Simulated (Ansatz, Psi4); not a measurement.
## Predicting a hybrid from its neighbours: CF

The species is CF (2 atoms), meant as a doublet with charge 0. SMILES: `[C]F`. Geometry: relaxed at PBE0-D4/def2-TZVP.

The electronic atomisation energy y, in eV, basis cc-pVTZ; a is the functional's share of exact exchange. Programs: Ansatz 0.2.0, Psi4 1.11.

| functional | program | a | y (eV) |
| --- | --- | --- | --- |
| UTPSS | Psi4 | 0 | 5.97 |
| UBLYP | Psi4 | 0 | 6.06 |
| UTPSSh | Psi4 | 0.1 | 5.81 |
| UB3LYP | Psi4 | 0.2 | ? |
| UPBE0 | Psi4 | 0.25 | 5.85 |
| U-r2SCAN0 | Ansatz | 0.25 | 5.51 |
| UBHLYP | Psi4 | 0.5 | 5.28 |

Q: Fit y = c + s·a to the known rows and predict UB3LYP.

A: 
1. Means of the 6 rows: a = 0.1833, y = 5.747.
2. Σ(Δa)² = 0.18333, Σ(Δa·Δy) = -0.26033, so the slope is -0.26033/0.18333 = -1.42.
3. Intercept: 5.747 − (-1.42) × 0.1833 = 6.007. The largest residual of the fit is 0.20.
4. UB3LYP: 6.007 + (-1.42) × 0.2 = 5.72 eV.

The run gave 5.82 eV, so the prediction is off by -0.10 eV, within the largest residual. The rows mix families of semi-local functionals, which the line can't see.
